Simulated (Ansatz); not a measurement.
Basis-set extrapolation for `C[S][Na]` (PBE0-D4/def2-TZVP geometry, frozen core, the Gaussian-basis code of Ansatz). Multiplicity 1, RHF reference. For Na the program correlates outer-core shells too, which these sets cover unevenly, so the extrapolated numbers aren't a true limit.

```csv
,def2-TZVPP,def2-QZVPP
HF,-599.045365,-599.065804
MP2 correlation,-0.531021,-0.584846
CCSD(T) correlation,-0.583687,not run
```

Energies in hartree. Use E(X) = E(∞) + A·exp(−7.88·√X) for Hartree–Fock and E(X) = E(∞) + B·X^(−2.97) for correlation, with X = 3 and 4, and add CCSD(T) minus MP2 of the smaller set to the MP2 limit.

Q: What is the CCSD(T) energy at the basis-set limit?

A: HF limit: -599.065804 + (-0.020439) × 0.13774 = -599.06862. MP2 limit: -0.584846 + (-0.053825) × 0.74074 = -0.62472. Higher-order term: -0.583687 − (-0.531021) = -0.05267. Total: -599.74601 hartree, 3.18 eV below CCSD(T)/def2-TZVPP.
